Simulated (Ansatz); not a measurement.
# CH4AlCl: the cost of one run

All numbers are computed with Ansatz 0.2.0, driven from Python. Level of theory: r2SCAN+D4/def2-SVP.

## Step 1: The structure

Bond lengths: Al1–C2 1.940 Å, C2–Cl3 1.772 Å, Al1–H4 1.548 Å, Al1–H5 1.647 Å, C2–H6 1.118 Å, C2–H7 1.137 Å. Angles: Al1–C2–Cl3 107.8°, Al1–C2–H6 110.5°, Al1–C2–H7 109.6°, Cl3–C2–H6 110.5°, Cl3–C2–H7 110.1°, H6–C2–H7 108.4°, C2–Al1–H4 122.1°, C2–Al1–H5 120.6°, H4–Al1–H5 117.4°.

The script reads ch4alcl.xyz:

```xyz
7

Al   -0.65540    0.26420   -0.78820
C     0.59800   -0.10810    0.64460
Cl    0.48960   -1.83630    1.02270
H    -1.53900   -0.84200   -1.41510
H    -0.83810    1.79620   -1.36380
H     0.35400    0.50550    1.54720
H     1.65220    0.15260    0.30700
```

## Step 2: The script

ch4alcl_scan.py

```python
import warnings

import ansatz as az
import matplotlib.pyplot as plt
import numpy as np

BASIS_SET = 'def2-SVP'
FUNCTIONAL = 'r2SCAN'
VDW = 'd4'


def main() -> None:
    warnings.simplefilter('ignore', az.DeckWarning)

    geometry = az.Crystal.molecule_from_extxyz('ch4alcl.xyz')

    symbols = [site.symbol for site in geometry.cartesian_sites]
    start = np.array([site.position_ang for site in geometry.cartesian_sites])
    axis = (start[4] - start[0]) / np.linalg.norm(start[4] - start[0])
    moving = [4]
    lengths, energies = [1.4, 1.51, 1.65, 1.81, 2.06, 2.47, 2.96, 3.62], []
    for length in lengths:
        xyz = start.copy()
        xyz[moving] += (length - np.linalg.norm(start[4] - start[0])) * axis
        point = az.Crystal.molecule()
        for symbol, place in zip(symbols, xyz):
            point = point.atom(symbol, place.tolist())
        base = (
            point.calculation()
            .basis(gaussian=BASIS_SET)
            .functional(FUNCTIONAL, dispersion=VDW)
        )
        data = base.run(threads=1, pin='off').report
        energies.append(data['free_energy_ev'])
        print(f'r = {length:6.3f} A  E = {energies[-1]:.5f} eV  <S^2> = {abs(data["mean_field"]["state"]["spin_squared"]):.3f}')

    print('energy above the lowest point (eV):', [round(e - min(energies), 3) for e in energies])
    plt.figure(figsize=(4.5, 3))
    plt.plot(lengths, np.array(energies) - min(energies), 'o-')
    plt.xlabel('bond length (A)')
    plt.ylabel('E - E(min) (eV)')
    plt.tight_layout()
    plt.savefig('scan.png', dpi=100)


if __name__ == '__main__':
    main()
```

## Step 3: Running it

On the command line:

```sh
> python ch4alcl_scan.py
```

**Question.** How long does this script take on 1 thread of Arm Neoverse V2, shared host, and how much memory does it need?

About 27 s, with a peak of 0.22 GiB.
